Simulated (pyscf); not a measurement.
Elementary routes open to `[GeH3][SnH3]` in the gas phase (singlet surface):
A. `[SnH2]` [singlet] + `[GeH4]` (Ge–Sn, H–Sn broken; Ge–H formed)
B. `[GeH2]=[SnH2]` + `[H][H]` (H–Sn, Ge–H broken; H–H formed)

Single points on ωB97X-D3(BJ)/def2-SVP structures (PySCF, gas phase).

Q: Rank the routes by free-energy barrier at 600 K, lowest first, for ωB97M-D3(BJ)/def2-TZVP energies (ideal gas, 1 atm, RRHO with modes under 100 cm⁻¹ raised to 100, one conformer, R ln 2 for chiral ones without a mode under 150 cm⁻¹).

A: A (1.68 eV), B (2.67 eV)

Route A is the fastest of these, ahead of the next by 0.99 eV. The most stable products are those of A (ΔG = +0.30 eV), so kinetics and thermodynamics agree. At 1200 K A is still the fastest. A: On the product side the descent ends in a bound adduct, 0.35 eV under the separated species and 0.63 eV under the saddle at ωB97X-D3(BJ)/def2-TZVP. Only these routes are compared; each barrier is that of the saddle found, and lower ones may exist. A restricted solution here is unstable towards spin polarisation, so biradical character is likely and single-reference numbers are less safe. Elements up to Kr have no core potential and no relativistic terms here. Elements past Kr carry the def2 core potentials, without spin-orbit coupling.
